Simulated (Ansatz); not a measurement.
`O=S` (triplet), 2 atoms. The species carries charge 0 and has multiplicity 3. All runs use 2 threads of an AMD EPYC 7R13 on a shared host. Correlated methods freeze the cores. Open-shell runs search over several starts.

Task: How many basis functions does each run have, and how long does it take in Ansatz? UHF-CCSD(T)/def2-QZVPP energy; UKS PBE0-D4/def2-TZVP frequencies; UHF-CCSD(T)/cc-pV(D+d)Z energy; UKS ωB97M-V/def2-TZVPP energy and forces; UKS PBE0-D4/def2-SVP energy; UKS ωB97M-V/def2-QZVPP energy; UKS r2SCANh-D4/def2-TZVPP energy; direct RPA on PBE orbitals/def2-TZVPP energy; UHF-CCSD(T)/def2-SVP energy; UKS B2PLYP (frozen core)/def2-TZVPP energy; UHF-CCSD(T)/cc-pV(T+d)Z energy; UKS PBE0-D4/def2-TZVP relaxation (6 steps). (Best estimate.)

Result: Computed: Other jobs shared the machine, so times are rough.

```
                                level                   job  functions  wall time  peak host memory (GiB)
                 UKS PBE0-D4/def2-SVP                energy         32     0.45 s                    0.17
                 UHF-CCSD(T)/def2-SVP                energy         32        1 s                    0.17
              UHF-CCSD(T)/cc-pV(D+d)Z                energy         37        1 s                    0.17
  UKS B2PLYP (frozen core)/def2-TZVPP                energy         73      1.2 s                    0.17
direct RPA on PBE orbitals/def2-TZVPP                energy         73      1.5 s                    0.17
            UKS r2SCANh-D4/def2-TZVPP                energy         73      1.6 s                    0.17
               UKS ωB97M-V/def2-TZVPP     energy and forces         73      2.3 s                    0.19
              UHF-CCSD(T)/cc-pV(T+d)Z                energy         69      2.3 s                    0.24
               UKS ωB97M-V/def2-QZVPP                energy        127      3.7 s                    0.27
                UKS PBE0-D4/def2-TZVP  relaxation (6 steps)         68      6.5 s                    0.17
                UKS PBE0-D4/def2-TZVP           frequencies         68        8 s                    0.17
               UHF-CCSD(T)/def2-QZVPP                energy        127        9 s                     0.9
```
